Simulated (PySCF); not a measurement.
## Deprotonation sites of pyrrole

Parent: pyrrole, `c1cc[nH]c1` (C4H5N). Non-hydrogen atoms are numbered in `[cH:1]1[cH:2][cH:3][nH:4][cH:5]1`. These are map numbers, not IUPAC locants.

Level of theory: ωB97X-D3(BJ)/ma-def2-TZVP single points in PySCF, grid level 2; every species was optimised with PBE0-D3(BJ)/ma-def2-SVP. ωB97X-D3(BJ) is ωB97X-V with D3(BJ) in place of VV10. Thermal corrections: PBE0-D3(BJ)/ma-def2-SVP frequencies, unscaled, ideal gas at 298.15 K and 1 bar, quasi-RRHO entropy.

```jsonl
{"site": "N4 (pyrrole-type nitrogen)", "product": "c1cc[n-]c1", "ΔH(acid) / kJ/mol": "1515", "ΔG(acid) / kJ/mol": "1483", "gas share": "> 99.9 %", "above best in toluene / kJ/mol": "0.0"}
{"site": "C3 (aromatic carbon)", "product": "[c-]1ccc[nH]1", "ΔH(acid) / kJ/mol": "1672", "ΔG(acid) / kJ/mol": "1638", "gas share": "< 0.1 %", "above best in toluene / kJ/mol": "144.6"}
{"site": "C1 (aromatic carbon)", "product": "[c-]1cc[nH]c1", "ΔH(acid) / kJ/mol": "1720", "ΔG(acid) / kJ/mol": "1685", "gas share": "< 0.1 %", "above best in toluene / kJ/mol": "184.0"}
```

ΔH and ΔG refer to AH → A⁻ + H⁺ in the gas phase. Shares are Boltzmann weights among the listed products; an error of 10 kJ/mol changes a ratio about 56-fold. Sites whose products fell apart, merged with another or lost in a GFN2-xTB screen aren't listed. Values in solvent are IEF-PCM free energies relative to the most favourable product.

Of the listed sites N4 (pyrrole-type nitrogen) is favoured in the gas phase, 154 kJ/mol ahead of C3 in free energy.

In toluene the product from N4 is solvated 133 kJ/mol more strongly than the parent (electrostatics only).

Vertical detachment energies of the anions: `[c-]1cc[nH]c1` 1.37 eV.

Measured values (NIST Chemistry WebBook, evaluated or the median of agreeing entries): deprotonation enthalpy (ΔH) 1504 kJ/mol (computed 1515, difference 11); gas-phase acidity (ΔG) 1470 kJ/mol (computed 1483, difference 13). These are compared with the most favourable site that keeps the skeleton.

Differences come from unrounded values, so a last digit can differ from that of the printed terms.
